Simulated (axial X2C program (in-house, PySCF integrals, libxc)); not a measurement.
# Correcting the dissociation energy of AlH for spin–orbit coupling

A spin-free CCSD(T) curve (one-electron X2C) was computed with an axial X2C code built on PySCF integrals, basis Al dyall-v3z [8s8p2d1f], H dyall-v3z [6s2p1d] (cores contracted in-house), for the state M_S = 0, Λ = 0 (closed shell). It gives D0 = 3.029 eV to Al + H, which in a spin-free picture are the weighted means of the ground terms.

Correlated methods: 4 electrons correlated (number of frozen shells: Al 2 s, 1 p; H none), 102 virtual spin orbitals or spinors in MP2, 74 natural virtuals in coupled cluster.

Measured levels of the ground terms (NIST Handbook of Basic Atomic Spectroscopic Data), in cm⁻¹: Al 2P: J = 1/2 at 0, J = 3/2 at 112.1; H 2S: J = 1/2 at 0.

The molecular state has Λ = 0, so it has no first-order lowering.

Question: How far does each ground level lie under the (2J+1)-weighted mean of its term?

Answer: Al: (2 × 0 + 4 × 112.1)/6 = 75 cm⁻¹; H: a single level, 0.

Question: Correct D0.

Answer: D0 = 3.029 + (0 − 75)/8065.5 = 3.020 eV at CCSD(T) with these spin–orbit terms. The direct two-component run gives 3.022 eV; the difference holds second-order terms in the molecule, scalar two-electron terms, the gap between measured and computed atomic splittings (a 2c atom can miss part of its lowering) and, in coupled cluster, the truncation of each run.

Second-order spin–orbit effects in the molecule, which grow quickly with Z, are left out. Occupations by symmetry block were frozen at the best pattern of an incomplete PBE0 search. Dissociation energies refer to the lowest single-determinant-based atoms at the same level and basis. CCSD and (T) use frozen natural virtuals with an MP2 correction for the truncation; (T) itself is uncorrected, so its De runs slightly low.
